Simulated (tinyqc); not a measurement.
Worked calculation: extended Hueckel theory, for H2S. Computed by tinyqc, a small Python program that keeps every step (integrals from PySCF). Settings: charge = 0, K = 1.75, weighted = 1, multiplicity = 1. Command: `OMP_NUM_THREADS=1 python tinyqc.py 30560 30561 out.jsonl` (the two numbers bound the seeds that draw the settings). One thread of a shared host (Intel(R) Xeon(R) Processor @ 2.60GHz), about 0.01 s of CPU time with the checks.

## Overlaps

Geometry (angstrom):
```
atom,x,y,z
S,0.000000,0.000000,0.000000
H,0.000000,1.118000,0.800000
H,0.000000,-1.118000,0.800000
```

Parameters chosen for this run:
```
element,shell,Slater exponent,H_ii (eV)
H,1s,1.300000,-13.600000
S,3s,2.122000,-20.000000
S,3p,1.827000,-13.300000
```

Slater orbitals, each expanded in six Gaussians scaled to its exponent.

overlap S, lower triangle:
```
,1S 3s,1S 3px,1S 3py,1S 3pz,2H 1s,3H 1s
1S 3s,1.000000
1S 3px,0.000000,1.000000
1S 3py,0.000000,0.000000,1.000000
1S 3pz,0.000000,0.000000,0.000000,1.000000
2H 1s,0.355612,0.000000,0.380581,0.272330,1.000000
3H 1s,0.355612,0.000000,-0.380581,0.272330,0.068102,1.000000
```

## Wolfsberg-Helmholz matrix

diagonal H_ii (eV): 1S 3s -20.000000, 1S 3px -13.300000, 1S 3py -13.300000, 1S 3pz -13.300000, 2H 1s -13.600000, 3H 1s -13.600000

K = 1.750000

H_ij = K' S_ij (H_ii + H_jj)/2 for i != j (the diagonal keeps H_ii), with K' = K + D^2 + D^4 (1 - K), D = (H_ii - H_jj)/(H_ii + H_jj), K = 1.75.

H (eV), lower triangle:
```
,1S 3s,1S 3px,1S 3py,1S 3pz,2H 1s,3H 1s
1S 3s,-20.000000
1S 3px,0.000000,-13.300000
1S 3py,0.000000,0.000000,-13.300000
1S 3pz,0.000000,0.000000,0.000000,-13.300000
2H 1s,-10.665839,0.000000,-8.958559,-6.410418,-13.600000
3H 1s,-10.665839,0.000000,8.958559,-6.410418,-1.620822,-13.600000
```

## Orbitals

valence electrons = 8

Solve H C = S C e through S^(-1/2); fill by pairs from the bottom, a degenerate level sharing its electrons equally; each orbital has its largest coefficient positive (the first on a tie).

orbital energies (eV): -21.978241  -16.826511  -14.408549  -13.300000  0.109982  2.940764

occupations: 2.000000  2.000000  2.000000  2.000000  0.000000  0.000000

coefficients:
```
,MO1,MO2,MO3,MO4,MO5,MO6
1S 3s,0.752721,0.000000,-0.372907,0.000000,0.000000,0.820746
1S 3px,0.000000,0.000000,0.000000,1.000000,0.000000,0.000000
1S 3py,0.000000,0.583354,0.000000,0.000000,1.053930,0.000000
1S 3pz,0.025592,0.000000,0.843916,0.000000,0.000000,0.713848
2H 1s,0.261228,0.402630,0.188117,0.000000,-0.785140,-0.803840
3H 1s,0.261228,-0.402630,0.188117,0.000000,0.785140,-0.803840
```

sum of one-electron energies = -133.026603 eV

## Mulliken analysis

P = C n C^T; charge = valence electrons (H 1, S 6) minus the sum of (P S)_ii on the atom; overlap population = 2 sum P_ij S_ij between two atoms.

charges: 1S -0.235287, 2H 0.117644, 3H 0.117644

Overlap populations:
```
pair,value
2-1,0.717688
3-1,0.717688
3-2,-0.015931
```
